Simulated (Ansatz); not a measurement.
One stationary structure of Sn. Space group Fd-3m (No. 227), diamond type. All values below come from PBE (plane waves to 420 eV, PAW, scalar-relativistic; Ansatz, an electronic-structure program).

```xyz
2
Lattice="0.0000 3.3285 3.3285 3.3285 0.0000 3.3285 3.3285 3.3285 0.0000" Properties=species:S:1:pos:R:3 pbc="T T T"
Sn     1.6643     1.6643     1.6643
Sn     0.0000     0.0000     0.0000
```

```yaml
volume_per_atom: 36.88 Å³
band_gap: zero (metallic)
shortest_distances: Sn–Sn 2.88 Å
k-mesh: 12×12×12
```

Band energies at high-symmetry points (eV from the Fermi level; labels of this space group; no spin-orbit coupling), from −5 eV up to 1.9 eV:

| point | energies |
|---|---|
| Γ | -1.14 0.11 0.11 0.11 |
| X | -2.20 -2.20 0.92 0.92 |
| U | -3.02 -1.88 1.16 |
| K | -3.02 -1.88 1.16 |
| L | -0.99 -0.99 -0.13 |
| W | -2.71 -2.71 |

No spin polarisation in the result.

Measured for Sn: a 6.477 Å (static lattice; corrected from measurement; as listed in Daniel Mejia-Rodriguez, S. B. Trickey, Phys. Rev. B (2018)). Computed minus measured — a: PBE +2.8 %. The computed values are for a static lattice.

The run could not lose the symmetry of its start.

All atoms sit on sites fixed by symmetry, so only the cell could relax.
